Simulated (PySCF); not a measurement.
Question: Write Cartesian coordinates for `C#CC(=O)[S-]` as optimised with PBE0-D3(BJ)/def2-SVP. (Charge -1.)

Answer: 
```xyz
6
C3HOS angstrom
C      1.5671   -0.4071    0.3230
C      0.3841   -0.1323    0.2128
C     -1.0685    0.1397    0.1062
O     -1.8394   -0.7241    0.5227
S     -1.4107    1.6567   -0.6060
H      2.6199   -0.5994    0.3962
```

Orientation and origin are arbitrary. Atoms count from 1 in this order. The C–C distances run from 1.219 Å (C1≡C2, drawn triple) to 1.482 Å (C2–C3, drawn single), a spread of 0.263 Å. The 5 heavy atoms lie in one plane (0.001 Å rms). C3 (carbon bonded to C, O and S) is planar (angles 129.7°, 117.5° and 112.9°, sum 360.0°, 0.00 Å off the plane of its three neighbours).

Bonds between heavy atoms (Å): C1≡C2 1.219, C2–C3 1.482, C3=O4 1.230, C3–S5 1.710.

Method: PBE0-D3(BJ)/def2-SVP geometry optimisation, gas phase in PySCF.

Point group: Cs (every atom within 0.08 Å of its image). Whether it is a minimum is left open (no frequencies).
